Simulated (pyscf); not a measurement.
Optimised with ωB97X-D3(BJ)/def2-SVP in PySCF.

### Question
What is the homolytic dissociation enthalpy (298 K, ωB97M-D3(BJ)/def2-TZVP) of the Nb–S bond of `[F][Nb]([F])([F])([F])[SH]`, to [F–Nb(F)(F)–F]• + SH•?

### Answer
Nb–S to [F–Nb(F)(F)–F]• + SH•: 61.1 kcal/mol. The 7 functionals that were run give +61.1 (ωB97M-D3(BJ)) to +70.4 kcal/mol (PBE). The radicals are drawn with the spin at the cut bond; how far it spreads was not checked. Left out: the spin-orbit lowering of SH. Open-shell species with a d-block atom are single-reference here; other states, and whether the spin sits on metal or ligand, were not checked. Elements past Kr carry the def2 core potentials, without spin-orbit coupling.
